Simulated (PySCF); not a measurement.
Compound: CH3O3S (charge -1).
SMILES with atom numbers: `[CH3:1][S:2](=[O:3])(=[O:4])[O-:5]` (hydrogens: H6, H7, H8 on C1)

Computed geometry: GFN2-xTB, gas phase.

List the bond lengths and angles at this level.

| bond | length (Å) | order |
| --- | --- | --- |
| C1–S2 | 1.844 | single |
| S2=O3, S2=O4, S2–O5 | 1.463 | double/single |
| C1–H6, C1–H7, C1–H8 | 1.081 | single |

Bonds in one row agree within 0.01 Å and their mean is given. Orders are formal, as drawn. A selection of angles:
| angle | degrees |
| --- | --- |
| S2–C1–H6 | 107.8 |
| H6–C1–H7 | 111.2 |
| C1–S2–O3 | 104.6 |
| C1–S2–O4 | 104.4 |
| O3–S2–O4 | 114.0 |

S2 (sulfonyl sulfur) is distorted tetrahedral (angles from 104.4° to 114.0°). All 3 O–S bonds measure 1.463 Å.

Point group: C3v (every atom within 0.08 Å of its image). Whether it is a minimum is left open (no frequencies).
